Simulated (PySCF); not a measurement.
**TDDFT excited states: [C6H5]+**

Species: C6H5 (charge +1).
InChI=1S/C6H5/c1-2-3-6-4-5-6/h4-5H,1H3/q+1

Theory: PySCF 2.14.0, density-fitted response routines, TDDFT PBE0/def2-SVPD, vertical, gas phase, core orbitals frozen in the response. Isolated species at its PBE0-D3(BJ)/def2-SVP geometry, gas phase.

Problem. What does the calculation give for the low-lying excited states?

Solution. 

```tsv
state	E (eV)	λ (nm)	f	|μ| (D)	main configurations (H = HOMO, L = LUMO)
S1	3.55	349.3	0.0001	0.10	H→L (99%)
S2	4.93	251.4	0.0000	0.03	H→L+1 (99%)
S3	5.12	242.1	0.249	3.58	H-1→L (83%), H→L+2 (16%)
S4	5.70	217.7	0.011	0.72	H-1→L+1 (99%)
S5	6.89	179.9	0.0003	0.11	H-1→L+2 (97%)
S6	7.43	166.8	0.0004	0.12	H-2→L (60%), H-5→L (32%)
S7	7.80	159.0	0.0011	0.20	H-4→L (97%)
S8	7.93	156.3	0.0004	0.11	H-4→L+1 (80%), H-2→L (15%)
S9	7.96	155.8	1.161	6.20	H→L+2 (50%), H-3→L (30%), H-1→L (10%)
S10	8.08	153.4	0.0008	0.16	H-5→L (62%), H-2→L (24%), H-4→L+1 (11%)
```

Triplets (Tamm–Dancoff): T1 3.24 eV, H→L (98%); T2 3.53 eV, H-1→L (97%); T3 4.75 eV, H→L+1 (96%); T4 4.88 eV, H-1→L+1 (91%).

The lowest singlet comes at 349 nm (343 kJ/mol) in the ultraviolet; it is dark (f under 0.0005); its leading configuration is HOMO→LUMO (99%). The most intense listed level is S9 at 7.96 eV (156 nm, f = 1.161), 4.41 eV above S1. Löwdin shares by element: HOMO carbon 84% or more (atoms not listed hold the other 16%); LUMO carbon 78% or more (atoms not listed hold the other 22%). Orbital energies (eV): HOMO-3 -16.59, HOMO-2 -16.51, HOMO-1 -13.35, HOMO -12.79, LUMO -7.42, LUMO+1 -6.66, LUMO+2 -4.48. The listed states span 4.53 eV, and the widest gap between neighbours is 1.38 eV (S1 to S2). Weighted by f, the mean energy of these states is 7.44 eV. No computed singlet lies in the visible range (380 to 750 nm); the lowest, at 349 nm, stands 0.29 eV above its violet end (3.26 eV); a Tamm–Dancoff triplet lies at 382 nm, without intensity as long as spin–orbit coupling is left out. The vertical ionisation energy (ΔSCF) is 14.89 eV, 6.81 eV above S10. Singlets were solved by full linear response, triplets in the Tamm–Dancoff approximation.

On one thread, Arm Neoverse V2, on a shared host, this took 55 s wall.
